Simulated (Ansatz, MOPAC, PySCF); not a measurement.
Barrier height from CH4 (SMILES C) + HN to the transition structure CH5N, without zero-point energy, on the benchmark's geometries as Psi4's copy of the set gives them.
Transition structure (charge 0, multiplicity 3, Z-matrix in Å and degrees):
```
C
H 1 1.0835
H 1 1.0835 2 114.60
H 1 1.0835 2 114.60 3 -135.39
H 1 1.3953 2 101.55 3 112.38
N 5 1.2118 1 174.46 2 -176.62
H 6 1.0316 5 99.32 1 -0.92
```

Open shells are unrestricted; no spin–orbit coupling.

Cores are frozen in the correlated methods. The state that AM1, PM6 reach isn't checked.

Programs: Ansatz (Gaussian basis) for Hartree–Fock, density functionals and correlated methods; MOPAC for AM1, PM6 (differences of heats of formation); PySCF for the dispersion terms. Each number belongs to the level named beside it.

```csv
level,barrier height (eV)
AM1,0.786
PM6,0.858
PBE-D3(BJ)/def2-TZVPPD,0.432
PBE0/def2-TZVPPD,0.721
BHLYP-D3(BJ)/def2-TZVPPD,(withheld)
B2PLYP/def2-TZVPPD,0.865
B2PLYP-D4/def2-TZVPPD,0.846
SCS-MP2/aug-cc-pVTZ,1.117
CCSD(T)/cc-pVDZ,1.112
```

Question: Some entries are withheld; supply them.

Answer: 
- BHLYP-D3(BJ)/def2-TZVPPD, barrier height (eV): 0.977

Ansatz is a quantum-chemistry and plane-wave program.
